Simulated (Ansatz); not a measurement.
Debugging a geometry optimisation of C4H7NO, SMILES CC1(C)N=CO1 (the Ansatz DFT code, driven from Python).

The script, `run_opt.py`:
```python
'''Geometry optimisation of C4H7NO.'''

import ansatz as az
import numpy as np

GEOMETRY = '''
C    -1.04500   -0.69980    0.78980
C    -0.02020    0.03820   -0.02680
C     1.10260   -0.83170   -0.48620
N    -0.46510    0.90200   -1.08260
C    -0.10740    1.91260   -0.47720
O     0.41620    1.27840    0.57000
H    -0.64880   -1.09330    1.69340
H    -1.51800   -1.44280    0.19090
H    -1.88390    0.05380    1.12230
H     1.88620   -0.26380   -1.01240
H     0.77270   -1.64680   -1.09380
H     1.66060   -1.27290    0.40650
H    -0.12960    3.03140   -0.57900
'''

molecule = az.Crystal.molecule()
for line in GEOMETRY.strip().splitlines():
    symbol, *xyz = line.split()
    molecule = molecule.atom(symbol, [float(v) for v in xyz])

calculation = molecule.calculation().basis(gaussian='cc-pVDZ').functional('cam_b3lyp')
symbols = [site.symbol for site in molecule.cartesian_sites]
start = np.array([site.position_ang for site in molecule.cartesian_sites], dtype=float)
def progress(event):
    if event['event'] == 'relax_step':
        row = event['data']
        print(f'step {row["step"]:3d}  E = {row["lagrangian_ev"]:.6f} eV  max force {row["allowed_force_max_ev_ang"]:.4f} eV/A')


report = calculation.relax(force_tolerance=0.02, max_steps=30).session().execute(on_event=progress).report
end = np.array(report['positions_ang'])

print('reference energy %16.6f eV' % report['reference_energy_ev'])
print('total energy     %16.6f eV' % report['free_energy_ev'])
print('occupied (up, down):', report['n_occupied'], ' virtual:', report['n_virtual'], ' frozen:', report['n_frozen'])

print('bond        before    after (A)')
for i, j in [(0, 1), (0, 6), (0, 7), (0, 8), (1, 2), (1, 3), (1, 5), (2, 9), (2, 10), (2, 11), (3, 4), (4, 5), (4, 12)]:
    d0, d1 = (np.linalg.norm(xyz[i] - xyz[j]) for xyz in (start, end))
    print(f'{symbols[i]}{i}-{symbols[j]}{j}'.ljust(10), f'{d0:8.4f} {d1:8.4f}')
```

Output of `python run_opt.py`:
```text
Traceback (most recent call last):
  File "run_opt.py", line 36, in <module>
    report = calculation.relax(force_tolerance=0.02, max_steps=30).session().execute(on_event=progress).report
             ^^^^^^^^^^^^^^^^^^^^^^^^^^^^^^^^^^^^^^^^^^^^^^^^^^^^^^^^^^^^^^^^^^^^^^^
  ...
AttributeError: 'ansatz.Session' object has no attribute 'execute'
```
(Library frames cut from the traceback.)

What is wrong, and how is it mended?

The fault: a session has to be planned before it's executed. The cap on steps that the faulty run carried goes too. The correction:

```diff
--- before
+++ after
@@ -35,3 +35,3 @@
 
-report = calculation.relax(force_tolerance=0.02, max_steps=30).session().execute(on_event=progress).report
+report = calculation.relax(force_tolerance=0.02).session().plan().execute(on_event=progress).report
 end = np.array(report['positions_ang'])
```

After the fix:

```console
$ python run_opt.py
step   1  E = -7793.567604 eV  max force 6.4197 eV/A
step   2  E = -7794.399361 eV  max force 1.5085 eV/A
step   3  E = -7794.453032 eV  max force 0.6585 eV/A
step   4  E = -7794.463241 eV  max force 0.4601 eV/A
step   5  E = -7794.479807 eV  max force 0.2839 eV/A
step   6  E = -7794.482039 eV  max force 0.1267 eV/A
step   7  E = -7794.482557 eV  max force 0.0930 eV/A
step   8  E = -7794.470971 eV  max force 0.7422 eV/A
step   9  E = -7794.483233 eV  max force 0.0355 eV/A
step  10  E = -7794.483277 eV  max force 0.0090 eV/A
reference energy     -7794.483390 eV
total energy         -7794.483390 eV
occupied (up, down): [23, 23]  virtual: [96, 96]  frozen: 0
bond        before    after (A)
C0-C1        1.5039   1.5063
C0-H6        1.0622   1.0997
C0-H7        1.0651   1.0995
C0-H8        1.1757   1.0977
C1-C2        1.4928   1.5063
C1-N3        1.4349   1.4815
C1-O5        1.4439   1.4984
C2-H9        1.1016   1.0978
C2-H10       1.0688   1.0996
C2-H11       1.1415   1.0997
N3-C4        1.2312   1.2796
C4-O5        1.3315   1.3549
C4-H12       1.1236   1.0940
```

Total energies depend on the basis set; only differences at equal settings carry meaning. The end point is the stationary point reached from this start; no frequency run checks that it is a minimum, and the basis set is modest. The whole script took 2.4 min on 1 thread of Arm Neoverse N1, with other jobs on the host, peak memory 0.4 GiB.

(Lines on the test bed's own set-up are left out of the output.)
